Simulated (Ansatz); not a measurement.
**C₄H₅FO: one species, many methods**

Aim: compute C₄H₅FO with functionals from several rungs and with coupled cluster. The yardstick is the atomisation energy at the CCSD(T) limit.

Program: Ansatz 0.2.0, Gaussian basis. Level of theory: functionals in def2-TZVPP, the program's frozen cores in correlated methods. These are calculated values, not measurements.

Plan: PBE-D4, r2SCAN-D4, PBE0-D4, B3LYP-D4, ωB97X-V, ωB97M-V, B2PLYP; CCSD(T)/def2-TZVPP; MP2/def2-QZVPP; extrapolation to the limit.

**1. Structure used throughout**

An earlier PBE0-D4 in a triple-zeta def2 set relaxation fixed the geometry.

SMILES `OC(F)C1C=C1`, 11 atoms, charge 0, spin multiplicity 1.

Atoms are counted from 1 here; the program's logs count them from 0.

Bond lengths: O1–C2 1.377 Å, O1–H7 0.963 Å, C2–F3 1.384 Å, C2–C4 1.511 Å, C2–H8 1.094 Å, C4–C5 1.498 Å, C4–C6 1.490 Å, C4–H9 1.093 Å, C5–C6 1.287 Å, C5–H10 1.076 Å, C6–H11 1.076 Å. Angles: C2–O1–H7 108.3°, O1–C2–F3 109.9°, O1–C2–C4 112.7°, O1–C2–H8 106.3°, F3–C2–C4 109.0°, F3–C2–H8 106.6°, C4–C2–H8 112.1°, C2–C4–C5 121.2°, C2–C4–C6 122.0°, C2–C4–H9 111.2°, C5–C4–C6 51.0°, C5–C4–H9 119.8°, C6–C4–H9 119.7°, C4–C5–C6 64.2°, C4–C5–H10 146.2°, C6–C5–H10 149.6°, C4–C6–C5 64.8°, C4–C6–H11 145.2° and more.

**2. PBE-D4 (GGA)**

in.yaml

```yaml
crystal:
  periodic: [false, false, false]
  atoms:
    - {symbol: O, position_ang: [0.998837, -1.747849, 0.628257]}
    - {symbol: C, position_ang: [-0.173004, -1.049410, 0.444157]}
    - {symbol: F, position_ang: [-0.781037, -1.451198, -0.732089]}
    - {symbol: C, position_ang: [0.041100, 0.445599, 0.401811]}
    - {symbol: C, position_ang: [0.306206, 1.154366, -0.891364]}
    - {symbol: C, position_ang: [-0.855059, 1.350352, -0.372579]}
    - {symbol: H, position_ang: [1.670204, -1.369042, 0.050400]}
    - {symbol: H, position_ang: [-0.839316, -1.347646, 1.259199]}
    - {symbol: H, position_ang: [0.508539, 0.803536, 1.322429]}
    - {symbol: H, position_ang: [1.013341, 1.338239, -1.681664]}
    - {symbol: H, position_ang: [-1.824509, 1.816053, -0.407956]}
basis:
  gaussian: {orbitals: def2-TZVPP}
hamiltonian: {xc: pbe, dispersion: d4}
output: {forces: true, orbitals: {seedname: orbitals}}
```

Command:

```console
ansatz run in.yaml --threads 4 --pin off --events-out ev --progress --plain --max-ram 10444MiB
```

After this run come: r2SCAN-D4 (meta-GGA); PBE0-D4 (hybrid); B3LYP-D4 (hybrid); ωB97X-V (range-separated); ωB97M-V (range-separated); B2PLYP (double hybrid); CCSD(T) in def2-TZVPP; MP2 in def2-QZVPP.

Q: Predict the results of all the runs planned. Wanted: atomisation energy, CCSD(T)/CBS; farthest; mean size of error, hybrid; mean size of error, range-separated; gap, smallest and largest; T1 diagnostic; triples share of the correlation energy.

**Answer**, as computed:

| quantity | value |
| --- | --- |
| atomisation energy, CCSD(T)/CBS | 47.419 eV |
| functionals within 0.237 eV (0.5 %) | B3LYP-D4, ωB97X-V |
| farthest | PBE-D4 (+1.900 eV) |
| mean size of error, hybrid | 0.329 eV |
| mean size of error, range-separated | 0.204 eV |
| gap, smallest and largest | 5.06 eV (PBE-D4), 12.03 eV (ωB97X-V) |
| T1 diagnostic | 0.0112 |
| triples share of the correlation energy | 4.0 % |

**Reading.** PBE-D4 misses by +1.900 eV. Double hybrids carry the basis error of their MP2 part in triple zeta, and no dispersion term here, so their miss is partly the set-up's. The reference freezes the cores and leaves out relativity and excitations past (T), so misses under about 0.237 eV can't be ranked. Hartree-Fock recovers 70 % of the binding; the rest is correlation. Orbital gaps span 5.1 to 12.0 eV; exact exchange widens them.
